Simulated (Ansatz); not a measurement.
H2S, singlet: the ladder up to full CI

Geometry: a point of a bend scan, not a stationary point.

| atom | x (Å) | y (Å) | z (Å) |
| --- | --- | --- | --- |
| S | 0.0000 | -0.0467 | 0.0000 |
| H | 0.0000 | 0.7435 | -1.0837 |
| H | 0.0000 | 0.7435 | 1.0837 |

Basis cc-pVDZ; Ansatz 0.2.0. Correlated methods freeze the noble-gas cores, which leaves 8 electrons in 23 orbitals. Prefix R: restricted or restricted open-shell reference. Active spaces: pair = (2e, 2o) about the gap; valence = (8e, 6o) chosen from the atoms' valence shells.

Full CI is exact within this basis and frozen core; it isn't the basis-set limit.

```
UHF ⟨S²⟩                          : 0.000
T1 diagnostic (RCCSD)             : 0.0071
largest doubles amplitude (RCCSD) : 0.046
```

| level | E − E(RHF) (eV) |
| --- | --- |
| RMP2 | -3.9173 |
| RCCSD | -4.5312 |
| RCCSD(T) | -4.6202 |

Question: Estimate how far full CI in cc-pVDZ lies from RCCSD(T). The table doesn't fix it; the size of (T) and the diagnostics are the guide.

Answer: Full CI in cc-pVDZ lies 0.43 kcal/mol below RCCSD(T), which is 21 % of the (T) step (-2.05 kcal/mol). The diagnostics are small and one determinant leads, so the series closes fast and only a small part of (T) is left.

The other levels:

```json
{"level": "CISD", "E − E(full CI) (kcal/mol)": "7.23", "share of correlation (%)": "93.25", "wall time": "0.36 s"}
{"level": "BCCD(T)", "E − E(full CI) (kcal/mol)": "0.43", "share of correlation (%)": "99.60", "wall time": "0.24 s"}
{"level": "RCCSDT", "E − E(full CI) (kcal/mol)": "0.17", "share of correlation (%)": "99.84", "wall time": "–"}
{"level": "RCCSDT(Q)", "E − E(full CI) (kcal/mol)": "0.02", "share of correlation (%)": "99.98", "wall time": "0.51 s"}
{"level": "RCCSDTQ", "E − E(full CI) (kcal/mol)": "0.01", "share of correlation (%)": "99.99", "wall time": "6 s"}
{"level": "CASSCF (pair space)", "E − E(full CI) (kcal/mol)": "97.34", "share of correlation (%)": "9.00", "wall time": "–"}
{"level": "NEVPT2 (pair space)", "E − E(full CI) (kcal/mol)": "16.95", "share of correlation (%)": "84.16", "wall time": "0.33 s"}
{"level": "MRCISD (pair space)", "E − E(full CI) (kcal/mol)": "5.90", "share of correlation (%)": "94.49", "wall time": "–"}
{"level": "MRCISD+Q (pair space)", "E − E(full CI) (kcal/mol)": "-0.28", "share of correlation (%)": "100.26", "wall time": "0.57 s"}
{"level": "CASSCF (valence space)", "E − E(full CI) (kcal/mol)": "85.01", "share of correlation (%)": "20.53", "wall time": "–"}
{"level": "NEVPT2 (valence space)", "E − E(full CI) (kcal/mol)": "18.62", "share of correlation (%)": "82.60", "wall time": "0.3 s"}
{"level": "MRCISD (valence space)", "E − E(full CI) (kcal/mol)": "4.37", "share of correlation (%)": "95.92", "wall time": "–"}
{"level": "MRCISD+Q (valence space)", "E − E(full CI) (kcal/mol)": "-0.17", "share of correlation (%)": "100.15", "wall time": "0.57 s"}
```

The correlation energy at full CI, counted from RHF, is -4.639 eV. That run took 61 s on 1 thread of INTEL XEON PLATINUM 8581C, shared host over 19,604,169 determinants.

Times hold each run's SCF and search for its determinant on a shared host, so for small cases they say little of a method's own cost; they ran on 1 thread of INTEL XEON PLATINUM 8581C. Some runs computed forces too.

Not variational, and here over 5 meV under the exact energy: MRCISD+Q (pair space), MRCISD+Q (valence space).

The full-CI state has the irrep A1 of C2v, in the program's axes.

Natural occupations of full CI about the gap: 1.975 1.954 1.952 1.947 0.038 0.035 0.016 0.015 0.014 0.012; effectively unpaired electrons, Σ n²(2−n)², 0.04.
